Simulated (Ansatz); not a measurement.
**C2H4B−: structure from calculated spectroscopic constants**

These gas-phase data were calculated for one isomer of C2H4B− at B3LYP-D3(BJ)/def2-SVPD (harmonic, unscaled wavenumbers; equilibrium rotational constants with average atomic masses):

- rotational constants: 148.4, 7.473, 7.473 GHz
- all wavenumbers above 1500 cm⁻¹: 3112, 3112, 3061, 3059, 1704

Candidates:

(1) `C=[B-]=C`, a singlet
(2) `[BH2-]=C=C`, a singlet
(3) `[BH3-]C#C`, a singlet

Question: Assign the data to one candidate and say why.

Answer: Candidate (1). No mode falls between 3300 and 3560 cm⁻¹, where the ≡C–H stretch of (3) would stand. No mode falls between 2350 and 2900 cm⁻¹, where the B–H stretch of (2) would stand.

The same quantities for all candidates:

```
     rotational constants (GHz)   wavenumbers above 1500 cm⁻¹  E above the lowest, B3LYP-D3(BJ)/def2-SVPD (kcal/mol)
(1)         148.4, 7.473, 7.473  3112, 3112, 3061, 3059, 1704                                                    0.5
(2)         128.7, 8.269, 8.206  2955, 2944, 2422, 2409, 1821                                                    4.3
(3)           123, 7.912, 7.912  3444, 2302, 2300, 2300, 2086                                                    0.0
```

Each candidate is one conformer. Programs: Ansatz 0.2.0.
